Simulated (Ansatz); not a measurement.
Relaxation of AlH$_{3}$O$_{2}$ (6 atoms, charge 0, multiplicity 1), to a largest force component of 0.03 eV/Å in at most 50 steps.

These are results of Ansatz 0.2.0, RKS B3LYP/def2-mTZVP, not measurements.

```xyz
6
Properties=species:S:1:pos:R:3
Al -0.842 0.578 0.430
H 1.790 0.210 1.198
O 2.041 -0.146 0.315
H 2.049 -1.108 0.435
O -1.275 -0.557 -0.780
H -2.090 -0.776 -1.241
```

**Question.** Where does it end, and by what steps?

**Answer.** The run converged. The force dipped under the threshold on the way, but the program's further checks kept it going. After 16 steps the energy has fallen by 0.291 eV; H4 moved furthest, 0.99 Å.

```json
{"step": "0", "energy less start (eV)": "0.0000", "largest force component (eV/Å)": "0.677", "accepted": "yes"}
{"step": "1", "energy less start (eV)": "0.0302", "largest force component (eV/Å)": "2.660", "accepted": "no"}
{"step": "2", "energy less start (eV)": "-0.0287", "largest force component (eV/Å)": "0.913", "accepted": "yes"}
{"step": "3", "energy less start (eV)": "-0.0487", "largest force component (eV/Å)": "0.871", "accepted": "yes"}
{"step": "4", "energy less start (eV)": "-0.0648", "largest force component (eV/Å)": "1.659", "accepted": "yes"}
{"step": "5", "energy less start (eV)": "-0.1508", "largest force component (eV/Å)": "0.355", "accepted": "yes"}
{"step": "6", "energy less start (eV)": "-0.2079", "largest force component (eV/Å)": "0.549", "accepted": "yes"}
{"step": "7", "energy less start (eV)": "-0.2546", "largest force component (eV/Å)": "0.457", "accepted": "yes"}
{"step": "8", "energy less start (eV)": "-0.2535", "largest force component (eV/Å)": "0.661", "accepted": "no"}
{"step": "9", "energy less start (eV)": "-0.2753", "largest force component (eV/Å)": "0.171", "accepted": "yes"}
{"step": "10", "energy less start (eV)": "-0.2855", "largest force component (eV/Å)": "0.129", "accepted": "yes"}
{"step": "11", "energy less start (eV)": "-0.2883", "largest force component (eV/Å)": "0.063", "accepted": "yes"}
{"step": "12", "energy less start (eV)": "-0.2671", "largest force component (eV/Å)": "0.596", "accepted": "no"}
{"step": "13", "energy less start (eV)": "-0.2879", "largest force component (eV/Å)": "0.090", "accepted": "no"}
{"step": "14", "energy less start (eV)": "-0.2898", "largest force component (eV/Å)": "0.021", "accepted": "yes"}
{"step": "15", "energy less start (eV)": "-0.2904", "largest force component (eV/Å)": "0.076", "accepted": "yes"}
{"step": "16", "energy less start (eV)": "-0.2906", "largest force component (eV/Å)": "0.011", "accepted": "yes"}
```

```xyz
6
Properties=species:S:1:pos:R:3
Al -0.627 0.834 0.342
H 1.901 -0.170 1.230
O 1.476 0.027 0.382
H 1.220 -0.826 -0.021
O -0.749 -0.681 -0.565
H -1.547 -0.984 -1.012
```

Whether the end is a true minimum wasn't checked by a vibrational analysis.

The run took 27 s on 1 thread of Arm Neoverse V2, with other jobs on the host, peak memory 0.13 GiB.
